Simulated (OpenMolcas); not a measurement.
Potential curves of SiC⁺: spin-free states

Computed with OpenMolcas 26.06: state-averaged CASSCF(7,8) over Si 3s 3p, C 2s 2p, XMS-CASPT2 (IPEA 0.25, imaginary shift 0.2 hartree), scalar X2C, ANO-RCC-VTZP, then RASSI spin–orbit state interaction with atomic mean-field integrals. C2 symmetry about the axis (a holds Σ, Δ, Γ; b holds Π, Φ, H; Σ⁺ and Σ⁻ are not told apart); roots by multiplicity and irrep: 4a 5, 2a 7, 2b 6, 4b 4, 6b 2.

XMS-CASPT2 energies in eV from the lowest point. Curves are followed by energy order within each symmetry, so they are adiabatic and may change character at avoided crossings; Σ⁺ and Σ⁻ are counted together.

```tsv
R (Å)	(1)4Σ	(1)2Π	(1)4Δ	(3)4Σ	(2)2Δ	(1)6Π
1.582	0.898	1.651	6.860	6.975	5.746	5.485
1.674	0.278	1.286	5.510	5.627	5.106	4.833
1.757	0.038	1.208	4.655	4.763	4.817	4.575
1.840	0.000	1.223	4.048	4.147	4.681	4.531
1.932	0.111	1.237	3.584	3.674	4.526	4.643
2.024	0.322	1.261	3.278	3.603	4.329	4.861
2.153	0.705	1.391	3.031	3.721	4.114	5.260
2.318	1.240	1.720	2.906	3.781	3.990	5.804
2.576	2.001	2.214	2.931	3.759	4.029	6.547
2.944	2.772	2.832	3.143	3.691	4.308	7.071
```

**Question.** With masses 27.977 and 12.000 u, fit the curves (1)4Σ, (1)6Π near their minima.

**Answer.** At XMS-CASPT2, Te from the lowest curve (the fit fixes ωe to a per cent or two; the method's Re and ωe can be off by some per cent):

```
curve  Te (cm⁻¹)  Re (Å)  ωe (cm⁻¹)
(1)4Σ          0   1.818      834.6
(1)6Π      36550   1.820      853.4
```

Left out for impure symmetry, kinks or missing points, though low: (1)2Δ, (1)2Σ, (2)2Σ, (1)4Π, (2)2Π, (3)2Π, (2)4Σ, (3)2Σ, (2)4Π. Only roots inside an energy window near the equilibrium distance were included, so the list of states is not complete; labels number the states computed. Each spin and symmetry block has orbitals of its own, averaged over its own roots, so gaps between blocks are less sure than gaps within one and near the minimum can be off by tenths of an eV, in bad cases by more. No Rydberg orbitals are active, so Rydberg states, and σ→σ* states whose orbital the CASSCF left unused, can be missing between those listed. CASPT2 splits the two components of degenerate states numerically, here by up to 183 cm⁻¹. No roots were computed in block 6a (none fell in the window or the block failed), so states of that kind are missing and can lie low or lowest. Points that failed a check (symmetry, reference weights, a jump) are left out.
